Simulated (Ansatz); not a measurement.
A calculation with Ansatz (development build ahead of 0.2.0).

```yaml
crystal:
  periodic: [false, false, false]
  atoms:
    - { symbol: C, position_ang: [0.0, 0.0, 0.0] }
    - { symbol: C, position_ang: [0.88399, 0.88399, 0.88399] }
    - { symbol: C, position_ang: [0.88399, -0.88399, -0.88399] }
    - { symbol: C, position_ang: [-0.88399, 0.88399, -0.88399] }
    - { symbol: C, position_ang: [-0.88399, -0.88399, 0.88399] }
    - { symbol: H, position_ang: [0.27521, 1.53363, 1.53363] }
    - { symbol: H, position_ang: [1.53363, 0.27521, 1.53363] }
    - { symbol: H, position_ang: [1.53363, 1.53363, 0.27521] }
    - { symbol: H, position_ang: [0.27521, -1.53363, -1.53363] }
    - { symbol: H, position_ang: [1.53363, -0.27521, -1.53363] }
    - { symbol: H, position_ang: [1.53363, -1.53363, -0.27521] }
    - { symbol: H, position_ang: [-1.53363, 0.27521, -1.53363] }
    - { symbol: H, position_ang: [-1.53363, 1.53363, -0.27521] }
    - { symbol: H, position_ang: [-0.27521, 1.53363, -1.53363] }
    - { symbol: H, position_ang: [-1.53363, -1.53363, 0.27521] }
    - { symbol: H, position_ang: [-0.27521, -1.53363, 1.53363] }
    - { symbol: H, position_ang: [-1.53363, -0.27521, 1.53363] }
basis:
  gaussian: { orbitals: def2-TZVP }
hamiltonian:
  xc: hf
correlation:
  method: mp2
  frozen_orbitals: { C: 1, H: 0 }
```

The input is written out in the form of the current development build from the run's settings.

Results

- Converged: yes
- Reference energy: -196.40291 hartree
- Correlation energy: -0.86660 hartree
- Total energy: -197.26951 hartree
- Spin squared of the determinant: 0.000
